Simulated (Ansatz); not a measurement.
# Si2N+ (triplet): from Hartree-Fock to the top rungs, def2-TZVPP

An exercise on one series of results from a longer session: the logs are not shown, and one member is left open.

Method: def2-TZVPP, core rule «outside noble gas», up to 11 orbitals frozen; program: Ansatz 0.2.0, Gaussian basis.

Plan: UHF; ROHF; CCSD(T) on UHF.

### What is computed

The geometry is a PBE0/def2-TZVP stationary point (not a proven minimum) of the parent state, kept for this charge and spin.

3 atoms, charge 1, spin multiplicity 3.

Atoms are counted from 1 here; the program's logs count them from 0.

Bond lengths: Si1–N2 1.661 Å, N2–Si3 1.597 Å. Angles: Si1–N2–Si3 180.0°.

The first run:

File in.yaml:

```yaml
crystal:
  periodic: [false, false, false]
  atoms:
    - {symbol: Si, position_ang: [0.000000, 0.000000, 1.639800]}
    - {symbol: N, position_ang: [0.000000, 0.000000, -0.021300]}
    - {symbol: Si, position_ang: [0.000000, 0.000000, -1.618500]}
basis:
  gaussian: {orbitals: def2-TZVPP}
total_charge: 1
magnetization: {spin_polarized: true, initial_magnetization: 2}
hamiltonian: {xc: hf}
output: {orbitals: {seedname: orbitals}}
```

Command:

```console
> ansatz run in.yaml --threads 1 --pin off --events-out ev --progress --plain --max-ram 4096MiB --backend cpu
```

Among the steps run: UHF; ROHF; CCSD(T) on UHF.

One table of the session follows, with a row left open; its other results are not shown here.

| method | from UCCSD(T) (meV) |
| --- | --- |
| ROHF | +10035.0 |
| UHF | +9966.9 |
| UMP2 | ? |
| UCCSD | +617.0 |
| UCCSD(T) | 0 |

Estimate the missing values for UMP2.

The run gave: from UCCSD(T) (meV): +1124.2. In the column «from UCCSD(T) (meV)» it lies between UCCSD (+617.0) and UHF (+9966.9).
